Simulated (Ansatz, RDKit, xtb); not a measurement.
# C3H5NS: ranking a sample of isomers

Which of a sample of isomers of C3H5NS is the most stable in the gas at 298.15 K, and what are its properties? The sample is small against all isomers, and the most stable one of this formula need not be in it.

The funnel: GFN2-xTB relaxations, single points with a density functional, relaxations at r2SCAN-D4/def2-SVP, harmonic vibrations, and a last energy at a higher level. All values are calculated.

## Step 1: Possible bonding patterns

Isomers were taken from a list of plausible structures; this is a sample, not all of them. That gives 6 candidates.

```tsv
label	SMILES	spin
c084	CSCC#N	singlet
c696	NCC=C=S	singlet
c704	C[C@H](S)C#N	singlet
c718	Cc1cs[nH]1	singlet
c899	N#CCCS	singlet
c984	N=CCC=S	singlet
```

Candidates are built by distance geometry, with a force field where one applies, in up to four conformers (letters a to d).

Q: Predict the outcome of this search (final energies at CCSD(T)/def2-SVP + MP2/def2-TZVPP - MP2/def2-SVP).

| quantity | value |
| --- | --- |
| lowest structure found | N#CCCS, singlet, C1 |
| next finalist | C[C@H](S)C#N, singlet, 2.2 kcal/mol higher in G |
| share at equilibrium, among the finalists | 97.3 % |
| harmonic wavenumbers, lowest and highest (r2SCAN-D4/def2-SVP) | 99 and 3141 cm⁻¹ |
| rotational constants, same geometry | 0.2568, 0.07964, 0.06479 cm⁻¹ |

The lowest structure found is `N#CCCS`. The margin, 2.2 kcal/mol, is modest. GFN2-xTB, r2SCAN-D4/def2-SVP, r2SCAN-D4/def2-SVP, relaxed, HF/def2-SVP and MP2/def2-SVP already put its bonding pattern lowest among the structures in one piece; HF/STO-3G favours the singlet CSCC#N. 2 minima inside the window were never screened. The search is not exhaustive (a finite list of starts, one conformer a finalist), so a lower isomer can't be ruled out. Only 6 drawn patterns were tried, so whole families of isomers are missing, and the result ranks this sample alone.
